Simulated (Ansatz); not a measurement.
Molecule: CHO (charge 0, doublet). It need not be the lowest isomer of its formula. SMILES: [CH]=O
Geometry: optimised at B3LYP-D3(BJ)/def2-TZVP (Ansatz, an electronic-structure program).

Wanted: vertical ionisation energy (to the singlet state of charge +1; each state is the SCF solution reached for its spin; for the singlet the Hartree-Fock reference is unstable and T1 is 0.023), in eV. Cores are frozen in the correlated levels unless marked. Open shells are spin-unrestricted. Spin-orbit coupling is left out. Non-relativistic. CBS marks a two-point X^-3 extrapolation of the correlation energy; Hartree-Fock from the larger set.

```tsv
level	program	vertical ionisation energy (eV)
HF/aug-cc-pVDZ	Ansatz	9.52
HF/def2-TZVPPD	Ansatz	9.54
HF/def2-QZVPPD	Ansatz	9.54
B3LYP/def2-TZVPD	Ansatz	9.71
```

Task: Estimate the value at CCSD(T)/CBS(aug-cc-pVTZ,aug-cc-pVQZ) as computed with Ansatz.

Result: 9.27 eV, so B3LYP/def2-TZVPD differs from it by 0.44 eV.
